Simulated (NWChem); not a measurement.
Molecule: SiCl$_{4}$; SMILES [Si](Cl)(Cl)(Cl)Cl

```xyz
5

Cl    -1.4599     0.1942    -1.4052
Si     0.0000     0.0000     0.0000
Cl     1.7363    -0.5661    -0.8992
Cl     0.2745     1.7824     0.9441
Cl    -0.5509    -1.4106     1.3603
```
Atoms are numbered in this order, from 1.

Results from NWChem. Medium grid unless said otherwise, to which SCAN and Minnesota functionals are sensitive. Structure relaxed at the PBE0/def2-SVP level.

Problem. Order these by “highest occupied level (eV)”, lowest first: PBE0/def2-TZVPD; BLYP/def2-TZVPD; r2SCAN/def2-TZVPD; M06-2X/def2-TZVPD; Hartree-Fock/def2-TZVPD.

Solution. Hartree-Fock/def2-TZVPD (-12.92), M06-2X/def2-TZVPD (-10.93), PBE0/def2-TZVPD (-9.59), r2SCAN/def2-TZVPD (-8.53), BLYP/def2-TZVPD (-8.00)
